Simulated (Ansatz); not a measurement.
Two structures of Si2NH9, closed shell, reached by relaxing down either side of one saddle point (PBE0-D4/def2-TZVP). Energies are electronic, without zero-point energy. Computed with Ansatz 0.2.0 (basis: def2-TZVPP and def2-QZVPP); correlated methods freeze the cores. Extrapolation: Hartree–Fock as exp(−7.88 √X), correlation as X^−2.97. First:

Si1  (-1.550, -0.239, 0.011)
Si2  (0.402, -1.423, 0.509)
H3  (-1.567, 0.203, -1.409)
H4  (-1.699, 0.952, 0.890)
H5  (-2.760, -1.090, 0.219)
H6  (1.962, 1.407, -0.097)
N7  (1.014, 1.460, -0.450)
H8  (1.159, -0.777, 1.615)
H9  (0.081, -2.812, 0.952)
H10  (1.283, -1.538, -0.683)
H11  (1.068, 1.539, -1.458)
H12  (0.608, 2.319, -0.099)
(Å)

Second:

| atom | x (Å) | y (Å) | z (Å) |
| --- | --- | --- | --- |
| Si1 | -1.4667 | 1.0526 | -0.4122 |
| Si2 | 1.2423 | -1.7619 | 0.9136 |
| H3 | -2.5573 | 1.2995 | -1.4025 |
| H4 | -1.8212 | 1.7813 | 0.8328 |
| H5 | -1.4278 | -0.4124 | -0.1607 |
| H6 | 0.9979 | -0.5259 | 1.6951 |
| N7 | 0.1091 | 1.5482 | -0.8869 |
| H8 | 2.4733 | -2.4302 | 1.4106 |
| H9 | 0.0922 | -2.6892 | 1.0618 |
| H10 | 1.4215 | -1.4266 | -0.5219 |
| H11 | 0.6015 | 1.0357 | -1.6007 |
| H12 | 0.3353 | 2.5286 | -0.9289 |

(1) Which bonds change from the first to the second?

(2) Give the saddle point's structure and its height above each. (To be estimated.)

T1 diagnostic: at most 0.013.

Answers

(1) Si₂H₆ ([SiH3][SiH3]) + NH₃ → SiNH₅ ([NH2][SiH3]) + SiH₄; bonds formed: Si1–N7, Si2–H6; bonds broken: Si1–Si2, H6–N7.

(2) By the calculation: 183.9 kJ/mol above the first and 214.7 kJ/mol above the second (CCSD(T) at an estimated basis limit (MP2 extrapolated from triple and quadruple zeta, plus CCSD(T) − MP2 in triple zeta)).
```xyz
12
angstrom
Si -1.2271 0.5057 -0.2779
Si 0.8658 -1.4379 0.7459
H -2.1022 1.5588 -0.8945
H -1.5256 0.5003 1.1640
H -1.4407 -0.7224 -1.0642
H 0.9694 0.5522 -0.1899
N 0.3894 1.3651 -0.6550
H 1.8375 -1.4277 1.8973
H -0.3174 -2.1759 1.3181
H 1.4587 -2.4526 -0.1970
H 0.5874 1.4657 -1.6489
H 0.5051 2.2685 -0.1979
```

Labels in which every atom is bracketed show which atoms are joined, not bond orders.

For scale, one of the runs: CCSD(T)/def2-TZVPP, 241 basis functions, launched by `ansatz run in.yaml --threads 4 --pin off --events-out ev --progress --plain --max-ram 9574MiB`. Hardware: 4 CPU threads of an Arm Neoverse V1, shared host. Wall time 74 s; peak host memory 4.3 GiB.
